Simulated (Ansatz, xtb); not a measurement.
## C5H10O: 4 structures ranked

4 gas-phase structures of C5H10O, from a drawn sample of its isomers (lower ones may exist). Each was relaxed with GFN2-xTB; where two conformers were screened, the lower at r2SCAN-D4/def2-SVP is listed:

A. `CC(C)CC=O`, a singlet
B. `CC[C@@H](C)C=O`, a singlet
C. `CCCCC=O`, a singlet
D. `CC(C)(C)C=O`, a singlet

Task: Make a reasoned guess at their ranking by r2SCAN-D4/def2-SVP single-point energy.

Result: Calculated order at r2SCAN-D4/def2-SVP: D (0.0), A (1.6), B (2.1), C (2.5) kcal/mol. Less than 1 kcal/mol parts A and B; B and C, so the order within those pairs means little.

Energies above the lowest of each column, in kcal/mol; the last columns are at PBE-D3(BJ)/def2-SVP geometries:

| structure | GFN2-xTB | HF/STO-3G | r2SCAN-D4/def2-SVP | PBE-D3(BJ)/def2-SVP | CCSD(T)/def2-SVP + ΔMP2/def2-TZVPP |
| --- | --- | --- | --- | --- | --- |
| D | 0.0 | 0.0 | 0.0 | 0.0 | 0.0 |
| A | 1.4 | 0.6 | 1.6 | 0.8 | 2.5 |
| B | 2.5 | 0.6 | 2.1 | 1.4 | 2.9 |
| C | 3.1 | 0.6 | 2.5 | 1.5 | 3.8 |

Every level run on D puts it lowest or level with the lowest. Flexible structures stand in one conformer each, not always the lowest. ΔMP2 is the change of the MP2 energy from the smaller to the larger basis.

Over these structures GFN2-xTB departs from r2SCAN-D4/def2-SVP by 0.3 kcal/mol on average once a common shift is removed. A GFN2-xTB relaxation took about 0.19 s and the r2SCAN-D4/def2-SVP energy about 3.9 s on a shared host (Ansatz 0.2.0, xtb 6.7.1).
